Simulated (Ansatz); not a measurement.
Rutile TiO2: smallest direct gap on the k points sampled by level of theory

No measured value is used here.

```
level (code)           value (eV)  cell (Å³/atom)
---------------------  ----------  --------------
LDA (Ansatz)                 1.82           10.40
PBE (Ansatz)                 1.90           10.40
PBE-D4 (Ansatz)              1.87           10.45
r²SCAN+rVV10 (Ansatz)        2.22           10.34
Hartree–Fock (Ansatz)  (withheld)           10.40
```

### Question
What belongs in the gaps?

### Answer

- Hartree–Fock (Ansatz, an electronic-structure program), value (eV): 12.54

Computed values are for a static lattice.  Values are at the measured cell; PBE-D4 at the level's own relaxed cell; r²SCAN+rVV10 at the level's own equilibrium cell. Cutoffs and k meshes differ between the levels. Ansatz's density-functional and Hartree–Fock values are scalar-relativistic unless marked +SOC, with PAW data made under PBE.
